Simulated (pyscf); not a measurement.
Homolytic dissociation enthalpies at 298 K of Br–Ge, Br–Sn, Cl–Ge, Cl–Si, Cl–Sn, F–Si bonds in 8 gas-phase molecules, in kcal/mol. PySCF, gas phase, ωB97X-D3(BJ)/def2-SVP geometries. Both columns use the same structures and thermal terms. Rows were drawn at random from the closed-shell molecules with such a bond whose radicals are computed, keep their shape and have no isomer in the data more than 5 kcal/mol lower.

```json
[
 {"row": "1", "molecule": "F–SiH₂–SiH(SiH₃)–SiH₃", "radicals": "F• + •H₂Si–SiH(SiH₃)–SiH₃", "PBE/def2-TZVP": "142.6", "ωB97M-D3(BJ)/def2-TZVP": "?"},
 {"row": "2", "molecule": "H₂N–Sn(NH₂)(NH₂)–Cl", "radicals": "H₂N–Sn•(NH₂)–NH₂ + Cl•", "PBE/def2-TZVP": "86.6", "ωB97M-D3(BJ)/def2-TZVP": "91.8"},
 {"row": "3", "molecule": "Br–SnH₂–SnH₃", "radicals": "Br• + •H₂Sn–SnH₃", "PBE/def2-TZVP": "79.9", "ωB97M-D3(BJ)/def2-TZVP": "78.1"},
 {"row": "4", "molecule": "F–Ge(F)(F)–Br", "radicals": "F–Ge•(F)–F + Br•", "PBE/def2-TZVP": "81.3", "ωB97M-D3(BJ)/def2-TZVP": "81.2"},
 {"row": "5", "molecule": "H₃Si–SiH(SiH₃)–Cl", "radicals": "H₃Si–SiH•–SiH₃ + Cl•", "PBE/def2-TZVP": "100.5", "ωB97M-D3(BJ)/def2-TZVP": "103.6"},
 {"row": "6", "molecule": "Cl–GeH₂–Ge(Cl)(Cl)–Cl", "radicals": "Cl• + Cl–Ge(Cl)(Cl)–GeH₂•", "PBE/def2-TZVP": "92.7", "ωB97M-D3(BJ)/def2-TZVP": "92.9"},
 {"row": "7", "molecule": "F–SiH₂–Si(SiH₃)(SiH₃)–Cl", "radicals": "F–SiH₂–Si•(SiH₃)–SiH₃ + Cl•", "PBE/def2-TZVP": "98.2", "ωB97M-D3(BJ)/def2-TZVP": "101.1"},
 {"row": "8", "molecule": "H₂N–Si(NH₂)(NH₂)–Cl", "radicals": "H₂N–Si•(NH₂)–NH₂ + Cl•", "PBE/def2-TZVP": "115.0", "ωB97M-D3(BJ)/def2-TZVP": "122.1"}
]
```

**Question.** Fit a line that carries the PBE values to the last column and predict row 1.

**Answer.** In the 7 complete rows the last column lies -1.8 to 7.1 kcal/mol from PBE (mean 2.4, median 2.9). Least squares gives y = -15.4 + 1.19·x with residuals of 1.9 kcal/mol (root mean square). For row 1: -15.4 + 1.19 × 142.6 = 154.3 kcal/mol, an extrapolation. The computed value is 143.8 kcal/mol, 10.5 under the line. Left out: the spin-orbit lowering of Br, Cl, F, which is large for Br, Se, Te and I. Elements up to Kr have no core potential and no relativistic terms here. Elements past Kr carry the def2 core potentials, without spin-orbit coupling.
